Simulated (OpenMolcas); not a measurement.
# NSF3 (thiazyl trifluoride) at 6 levels

Wanted: a comparison of 6 runs (B3LYP/6-31G*, BHLYP/def2-SVPD, PBE/def2-SVPD, TPSS/def2-SVPD, r2SCAN/def2-SVPD, MP2/def2-SVPD) of NSF3 (thiazyl trifluoride). 

Program for the calculation: OpenMolcas 26.06.

1 further run of the same task is left out (set aside as unsound or not needed).

## 1. The molecule

The species is NSF3 (5 atoms), meant as a singlet with charge 0. As SMILES, `N#S(F)(F)F`. Geometry: relaxed at PBE0-D4/def2-TZVP.

Bond lengths: N1–S2 1.409 Å, S2–F3 1.555 Å, S2–F4 1.555 Å, S2–F5 1.555 Å. Angles: N1–S2–F3 122.6°, N1–S2–F4 122.6°, N1–S2–F5 122.6°, F3–S2–F4 93.7°, F3–S2–F5 93.7°, F4–S2–F5 93.7°.

## 2. Energy and gradient at B3LYP/6-31G(d) (Cartesian functions) (run 1)

The input, input.xyz:

```xyz
5

N     -0.349630    -0.004150     1.591380
S     -0.047340    -0.000560     0.215490
F      1.023370    -0.939300    -0.408980
F     -1.108620    -0.317610    -0.875740
F      0.482210     1.261610    -0.522150
```

The input, calc.input:

```
&GATEWAY
BasLib
$CurrDir
Coord
input.xyz
Basis
6-31Gs
Group
NoSym
&SEWARD
GridInput
Grid=UltraFine
End of Grid
&SCF
KSDFT
B3LYP
Thresholds
1e-10 1e-07 1e-07 1e-05
PrOrbitals
0
&ALASKA
```

The basis set 6-31G* is read from a file made from the Basis Set Exchange's data (not shown).

The run is started by

```bash
$ export MOLCAS_MEM=1860
$ pymolcas calc.input > calc.log
```

Output:

```text
--- Start Module: gateway ---
[...]
--- Stop Module: gateway /rc=_RC_ALL_IS_WELL_ ---
[...]
      Basis functions           79
[...]
--- Start Module: scf ---
[...]
       Convergence after  15 Iterations
[...]
::    Total KS-DFT energy                            -752.3009088860
[...]
      Total spin, S                                     0.0000000000
[...]
      Total electronic charge=   50.000000
      Total            charge=   -0.000000
[...]
      Dipole Moment (debye):
      Origin of the operator (angstrom)=    0.0110    0.0001   -0.0501
                   X=  4.3968E-01               Y=  5.2399E-03               Z= -2.0011E+00           Total=  2.0489E+00
      Quadrupole Moment (debye*angstrom):
[...]
--- Stop Module: scf /rc=_RC_ALL_IS_WELL_ ---
[...]
--- Start Module: alaska ---
[...]
 *              Molecular gradients               *
 **************************************************
  Irreducible representation: a
 ------------------------------------------------------------------------------------------
                              X                       Y                       Z
 ------------------------------------------------------------------------------------------
  N1                7.83582519739934E-03    9.18939936090102E-05   -3.56726275896619E-02
  S2                4.30821891888689E-03    5.22472566544018E-05   -1.95978274005566E-02
  F3               -2.31472868764762E-02    2.01205803069335E-02    1.42792446099254E-02
  F4                2.25505265369073E-02    6.79519415573981E-03    2.42863584818593E-02
  F5               -1.15472837767854E-02   -2.70599157129361E-02    1.67048518984778E-02
 ------------------------------------------------------------------------------------------
--- Stop Module: alaska /rc=_RC_ALL_IS_WELL_ ---
[...]
```

Wall time 21 s (1 thread of Arm Neoverse V1, shared host); peak memory 0.44 GiB.

## 3. Energy and gradient at BHLYP/def2-SVPD (run 2)

The input, struct.xyz:

```xyz
5

N     -0.349630    -0.004150     1.591380
S     -0.047340    -0.000560     0.215490
F      1.023370    -0.939300    -0.408980
F     -1.108620    -0.317610    -0.875740
F      0.482210     1.261610    -0.522150
```

The input, test.inp:

```
* F3NS Kohn-Sham DFT

&GATEWAY
  BASLIB=$CurrDir
  COORD=struct.xyz
  BASIS=def2-SVPD
  GROUP=NoSym

&SEWARD
  GRIDINPUT
  Grid=UltraFine
  End of Grid

&SCF
  KSDFT=HYB_GGA_XC_BHANDHLYP
  THRESHOLDS=1e-10 1e-07 1e-07 1e-05
  PRORBITALS=1 1

&ALASKA
```

The basis set def2-SVPD is read from a file made from the Basis Set Exchange's data (not shown).

The run is started by

```bash
$ export MOLCAS_MEM=1860
$ pymolcas test.inp > test.log
```

Output:

```text
--- Start Module: gateway ---
[...]
--- Stop Module: gateway /rc=_RC_ALL_IS_WELL_ ---
[...]
      Basis functions          116
[...]
--- Start Module: scf ---
[...]
       Convergence after  15 Iterations
[...]
::    Total KS-DFT energy                            -751.7749149490
[...]
      Total spin, S                                     0.0000000000
[...]
      Total electronic charge=   50.000000
      Total            charge=   -0.000000
[...]
      Dipole Moment (debye):
      Origin of the operator (angstrom)=    0.0110    0.0001   -0.0501
                   X=  4.2102E-01               Y=  5.0191E-03               Z= -1.9162E+00           Total=  1.9619E+00
      Quadrupole Moment (debye*angstrom):
[...]
--- Stop Module: scf /rc=_RC_ALL_IS_WELL_ ---
[...]
--- Start Module: alaska ---
[...]
 *              Molecular gradients               *
 **************************************************
  Irreducible representation: a
 ------------------------------------------------------------------------------------------
                              X                       Y                       Z
 ------------------------------------------------------------------------------------------
  N1               -3.65141755221288E-04   -5.42993606562903E-06    1.65495890600553E-03
  S2                7.25199836988344E-03    8.76421313194273E-05   -3.30009151291368E-02
  F3               -1.07564112207115E-02    8.90815567577619E-03    8.61287803946276E-03
  F4                9.48762090912325E-03    3.00473008423907E-03    1.30457149958438E-02
  F5               -5.61806630309292E-03   -1.19950979553423E-02    9.68736318766261E-03
 ------------------------------------------------------------------------------------------
--- Stop Module: alaska /rc=_RC_ALL_IS_WELL_ ---
[...]
```

Wall time 44 s (1 thread of Arm Neoverse V1, shared host); peak memory 0.71 GiB.

Runs 3 to 4 aren't shown in full; the table further down has their settings and results.

## 4. Energy and forces at r2SCAN/def2-SVPD (run 5)

The input, geom.xyz:

```xyz
5

N     -0.349630    -0.004150     1.591380
S     -0.047340    -0.000560     0.215490
F      1.023370    -0.939300    -0.408980
F     -1.108620    -0.317610    -0.875740
F      0.482210     1.261610    -0.522150
```

The input, calc.inp:

```
&gateway
  baslib=$CurrDir
  coord=geom.xyz
  basis=def2-SVPD
  group=NoSym

&seward
  gridinput
  Grid=UltraFine
  End of Grid

&scf
  ksdft=2
  1.0 MGGA_X_R2SCAN
  1.0 MGGA_C_R2SCAN
  thresholds=1e-10 1e-07 1e-07 1e-05
  prorbitals=1 1

&alaska
```

The basis set def2-SVPD is read from a file made from the Basis Set Exchange's data (not shown).

The run is started by

```bash
$ export MOLCAS_MEM=1860
$ pymolcas calc.inp > calc.log
```

Output:

```text
--- Start Module: gateway ---
[...]
--- Stop Module: gateway /rc=_RC_ALL_IS_WELL_ ---
[...]
      Basis functions          116
[...]
--- Start Module: scf ---
[...]
       Convergence after  18 Iterations
[...]
::    Total KS-DFT energy                            -751.7742536602
[...]
      Total spin, S                                     0.0000000000
[...]
      Total electronic charge=   50.000000
      Total            charge=   -0.000000
[...]
      Dipole Moment (debye):
      Origin of the operator (angstrom)=    0.0110    0.0001   -0.0501
                   X=  4.1529E-01               Y=  4.9422E-03               Z= -1.8901E+00           Total=  1.9352E+00
      Quadrupole Moment (debye*angstrom):
[...]
--- Stop Module: scf /rc=_RC_ALL_IS_WELL_ ---
[...]
--- Start Module: alaska ---
[...]
 *              Molecular gradients               *
 **************************************************
  Irreducible representation: a
 ------------------------------------------------------------------------------------------
                              X                       Y                       Z
 ------------------------------------------------------------------------------------------
  N1                8.52679610722440E-03    1.02194366978337E-04   -3.88228738827507E-02
  S2                6.20394198877328E-03    6.61268392850925E-05   -2.82669841511556E-02
  F3               -2.74833213887895E-02    2.37753316933187E-02    1.74659104415777E-02
  F4                2.65305059567531E-02    8.03446913996009E-03    2.92866343179234E-02
  F5               -1.37779226638877E-02   -3.19781220396607E-02    2.03373132745579E-02
 ------------------------------------------------------------------------------------------
--- Stop Module: alaska /rc=_RC_ALL_IS_WELL_ ---
[...]
```

Run time: 65 s. Hardware: 1 thread of Arm Neoverse V1, shared host; peak memory 0.71 GiB.

## 5. A single-point energy at MP2/def2-SVPD (run 6)

The input, calc.input:

```
* F3NS MP2

&GATEWAY
 BasLib
 $CurrDir
 Coord
 5
 angstrom
 N       -0.349630      -0.004150       1.591380
 S       -0.047340      -0.000560       0.215490
 F        1.023370      -0.939300      -0.408980
 F       -1.108620      -0.317610      -0.875740
 F        0.482210       1.261610      -0.522150
 Basis
 def2-SVPD
 Group
 NoSym

&SEWARD

&SCF
 Thresholds
 1e-10 1e-07 1e-07 1e-05
 PrOrbitals
 0

&MBPT2
 Frozen
 9
```

The basis set def2-SVPD is read from a file made from the Basis Set Exchange's data (not shown).

The run is started by

```bash
$ export MOLCAS_MEM=1860
$ pymolcas calc.input > calc.log
```

Output:

```text
--- Start Module: gateway ---
[...]
--- Stop Module: gateway /rc=_RC_ALL_IS_WELL_ ---
[...]
      Basis functions          116
[...]
--- Start Module: scf ---
[...]
       Convergence after  14 Iterations
[...]
::    Total SCF energy                               -749.7044929524
[...]
      Total spin, S                                     0.0000000000
[...]
      Total electronic charge=   50.000000
      Total            charge=   -0.000000
[...]
      Dipole Moment (debye):
      Origin of the operator (angstrom)=    0.0110    0.0001   -0.0501
                   X=  4.6268E-01               Y=  5.5118E-03               Z= -2.1058E+00           Total=  2.1560E+00
      Quadrupole Moment (debye*angstrom):
[...]
--- Stop Module: scf /rc=_RC_ALL_IS_WELL_ ---
[...]
--- Start Module: mbpt2 ---
[...]
WARNING!
Default frozen orbitals as non valence orbitals is overwritten by user input.
Default values:   9
[...]
       Reference weight ( Cref**2 )         =        0.79640
::    Total MBPT2 energy                             -750.6326757779
[...]
      Total MBPT2 calculations                           0.71      0.86
--- Stop Module: mbpt2 /rc=_RC_ALL_IS_WELL_ ---
[...]
```

Run time: 16 s. Hardware: 1 thread of Arm Neoverse V1, shared host; peak memory 0.71 GiB.

## 6. The series

```csv
run,level,Cartesian functions,task,energy (Eh),dipole moment (D) of the reference,HOMO energy (eV),LUMO energy (eV),wall time
1,B3LYP/6-31G* (Cartesian functions),yes,gradient,-752.300909,2.05,-9.13,-1.16,21 s
2,BHLYP/def2-SVPD,no,gradient,-751.774915,1.96,-11.23,-0.49,44 s
3,PBE/def2-SVPD,no,gradient,-751.458600,1.87,-8.38,-2.62,53 s
4,TPSS/def2-SVPD,no,gradient,-752.002366,1.85,-8.44,-2.40,66 s
5,r2SCAN/def2-SVPD,no,gradient,-751.774254,1.94,-8.72,-2.24,65 s
6,MP2/def2-SVPD,no,energy,-750.632676,2.16,-13.29,1.65,16 s
```

## 7. What came out

```
                                          quantity          value
                               run 6: total energy  -750.63268 Eh
         run 6: dipole moment (mean-field density)         2.16 D
        run 6: HOMO energy (Hartree–Fock orbitals)      -13.29 eV
        run 6: LUMO energy (Hartree–Fock orbitals)        1.65 eV
      run 6: HOMO–LUMO gap (Hartree–Fock orbitals)       14.94 eV
run 6: correlation energy (9 core orbitals frozen)     -928.2 mEh
```

In words: Over runs 1, 2, 3, 4, 5 the dipole moment (its size) runs from 1.85 D (TPSS/def2-SVPD) to 2.05 D (B3LYP/6-31G*). The two ends differ in method and basis. Over runs 1, 2, 3, 4, 5 the HOMO–LUMO gap runs from 5.76 eV (PBE/def2-SVPD) to 10.74 eV (BHLYP/def2-SVPD). Totals of different functionals can't be ranked against each other. All runs together took 4.4 min, the longest 66 s.
